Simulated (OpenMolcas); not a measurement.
## How methods differ on CH4Si (SMILES C[SiH])

CH4Si has 6 atoms, charge 0, and is taken as a singlet. SMILES: `C[SiH]`. The coordinates come from a PBE0-D4/def2-TZVP relaxation.

```xyz
6

C    -0.0935   -0.3660   -0.3703
Si    0.9173    0.2098    1.1223
H    -1.1569   -0.4101   -0.1022
H     0.2150   -1.3356   -0.7630
H    -0.0240    0.3820   -1.1708
H     0.1422    1.5200    1.2840
```

Each level gives the vertical energy of the triplet above the singlet (eV). The values are calculated.

```
                                    level                   kind     program  value (eV)  less CCSD(T)/def2-TZVP  CPU time (all runs)
                           BLYP/def2-TZVP                    GGA  OpenMolcas        1.35                   +0.04                 80 s
                            PBE/def2-TZVP                    GGA  OpenMolcas        1.14                   -0.17                 78 s
                         revPBE/def2-TZVP                    GGA  OpenMolcas        1.11                   -0.20                 83 s
                          M06-L/def2-TZVP               meta-GGA  OpenMolcas        1.27                   -0.04              1.7 min
                           TPSS/def2-TZVP               meta-GGA  OpenMolcas        1.09                   -0.22              1.8 min
                         r2SCAN/def2-TZVP               meta-GGA  OpenMolcas        0.94                   -0.37              1.7 min
                          B3LYP/def2-TZVP          global hybrid  OpenMolcas        1.33                   +0.02                 76 s
CCSD(T)/def2-TZVP, open shells restricted  coupled cluster or CI  OpenMolcas        1.31                    0.00                 65 s
```

CCSD(T)/def2-TZVP, open shells restricted is the highest level here, not the true value. The values span 0.94 to 1.35 eV. CPU times are rough (shared hosts, several kinds of processor): they show what a rung costs within a factor of a few.
